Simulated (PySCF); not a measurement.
Compound: C₅H₈N (doublet state).
Geometry (GFN2-xTB, Å), atoms numbered from 1 in this order:
```xyz
14
C5H8N angstrom
C      2.8535    0.8212   -0.0423
C      1.4853    0.3578   -0.0210
C      0.3263   -0.0163    0.0138
C     -0.9724   -0.4463    0.0212
C     -2.1164    0.4834    0.2567
N     -1.2716   -1.8075   -0.0874
H      3.5243   -0.0131   -0.2503
H      2.9904    1.5792   -0.8171
H      3.1286    1.2578    0.9206
H     -2.6575    0.2106    1.1662
H     -2.8279    0.4456   -0.5736
H     -1.7559    1.5034    0.3575
H     -0.5297   -2.3698   -0.4780
H     -2.1776   -2.0066   -0.4885
```

The hyperfine couplings belong to this conformer and change with its torsions.

The species is `CC#C[C](C)N` [radical].

The calculation used PySCF, UKS B3LYP, pcH-1 on C H N, non-relativistic, mean-field spin-orbit, GIAO. Isolated species at its GFN2-xTB geometry, gas phase. GFN2-xTB frequencies show an imaginary mode (30i cm⁻¹), so this geometry is no minimum at that level. Couplings are sensitive to structure, and on GFN2-xTB geometries they can be far from those on DFT ones. No stability test was run, so a lower SCF solution isn't excluded.

Largest spin populations (Mulliken): C4 (+0.60), C2 (+0.45), C3 (-0.20) and N6 (+0.13). The angles at C4 add up to 359.8°, so it is planar.

**Question.** How do the β-proton couplings of this frozen conformer go with θ, the angle between the C–H bond and the normal to the plane of the spin centre's three neighbours, both seen down the bond from centre to carbon?

**Answer.** 
| β H | on | centre | θ (°) | cos²θ | a (G) |
| --- | --- | --- | --- | --- | --- |
| H10 | C5 | C4 | 30 | 0.75 | +24.32 |
| H11 | C5 | C4 | 31 | 0.74 | +21.70 |
| H12 | C5 | C4 | 90 | 0.00 | +0.62 |

Fitting the Heller–McConnell form a = ρ(B0 + B2 cos²θ), with Mulliken ρ = 0.60, gives B0 = 1.0 G and B2 = 49.9 G; with only two distinct angles the two parameters are fixed exactly. By this fit the coupling would be 30.7 G at θ = 0° and 0.6 G at 90°.

**Question.** What would the freely rotating methyl group on C5 show?

**Answer.** Three equal couplings, a 1:3:3:1 quartet. The mean of the three values of this geometry estimates the splitting: 15.5 G, or 43.6 MHz (three bonds 120° apart have a mean cos²θ of 1/2 at any torsion).

Couplings in gauss use g_iso = 2.0027.

Time: 33 s of wall time (with the writing of density and orbital grids); peak memory 0.86 GiB. Hardware: one thread of an Arm Neoverse V2, on a shared host.
